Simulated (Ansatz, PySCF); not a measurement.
Gas-phase reaction in SMILES: F[C](F)F -> F[C](F)F as singlet, charge +1 + e-
Each molecule is optimised on its own at B3LYP-D3(BJ)/def2-TZVP (Ansatz, a program for electronic structure). A spin state is the lowest found, not a proven ground state.

Property: adiabatic ionisation energy (0 K, with B3LYP-D3(BJ) harmonic zero-point energies from PySCF), in eV. Cores are frozen in the correlated levels unless marked. UHF or UKS for open shells. Spin-orbit coupling is left out. Non-relativistic. CBS marks a two-point X^-3 extrapolation of the correlation energy; Hartree-Fock from the larger set. [CCSD(T)-MP2]/basis is that difference in the basis named.

RI-MP2/CBS(aug-cc-pVTZ,aug-cc-pVQZ)+[CCSD(T)-MP2]/aug-cc-pVTZ (Ansatz) gives 9.08 eV.

Another calculation gave 8.87 eV. Which level was it?
A) M06-L/def2-TZVPD (PySCF)
B) TPSS/def2-TZVPD (PySCF)
C) B3LYP/def2-TZVPD (Ansatz)
D) SVWN5/def2-TZVPD (Ansatz)

D, SVWN5/def2-TZVPD (Ansatz). The others give 9.22 (B3LYP), 9.09 (TPSS), 8.62 (M06-L) eV.
